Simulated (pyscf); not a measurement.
Structures and frequencies: ωB97X-D3(BJ)/def2-SVP in PySCF.

**Question.** For H₃C–Be–TeH + methane (CH₄) -> H₃C–Be–CH₃ + TeH₂, a four-centre exchange (singlet surface; Be–Te, C–H broken, Be–C, H–Te formed), PBE/def2-TZVP gives ΔE‡ = 32.2 kcal/mol and ΔE = +25.9 kcal/mol (zero: the separated reactants). In which direction and how far do PBE0-D3(BJ)/def2-TZVP, M06-2X/def2-TZVP, ωB97M-D3(BJ)/def2-TZVP move these?

**Answer.** PBE0-D3(BJ): ΔE‡ = 33.9 kcal/mol, ΔE = +27.3 kcal/mol; M06-2X: ΔE‡ = 38.3 kcal/mol, ΔE = +26.5 kcal/mol; ωB97M-D3(BJ): ΔE‡ = 38.8 kcal/mol, ΔE = +25.1 kcal/mol. PBE's barrier lies under all of them, by 1.7 to 6.6 kcal/mol. Its reaction energy lies among theirs. On the product side the descent ends in an adduct with a Be–Te contact (not fully relaxed), 5.5 kcal/mol under the separated species and 16.0 kcal/mol under the saddle at ωB97X-D3(BJ)/def2-TZVP. What is counted as broken (Be–Te) persists as a longer contact in the product adduct; parting that adduct is a step of its own. At the saddle there is also a short Be–H contact that neither side keeps. One saddle was located; it need not be the lowest between these sides. Elements past Kr carry the def2 core potentials, without spin-orbit coupling.
